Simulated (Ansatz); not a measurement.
Basis-set extrapolation for carbon monoxide (`[C-]#[O+]`) (PBE0-D4/def2-TZVP geometry, frozen core, Ansatz 0.2.0). Multiplicity 1, RHF reference.

|  | def2-TZVPP | def2-QZVPP |
| --- | --- | --- |
| HF | -112.786067 | -112.790855 |
| MP2 correlation | -0.352323 | -0.378762 |
| CCSD(T) correlation | -0.372730 | -0.397002 |

Energies in hartree. Use E(X) = E(∞) + A·exp(−7.88·√X) for Hartree–Fock and E(X) = E(∞) + B·X^(−2.97) for correlation, with X = 3 and 4.

Task: What is the CCSD(T) energy at the basis-set limit?

Result: HF limit: -112.790855 + (-0.004788) × 0.13774 = -112.79151. Correlation limit: -0.397002 + (-0.024272) × 0.74074 = -0.41498. Total: -113.20649 hartree, 125.2 kJ/mol below CCSD(T)/def2-TZVPP.
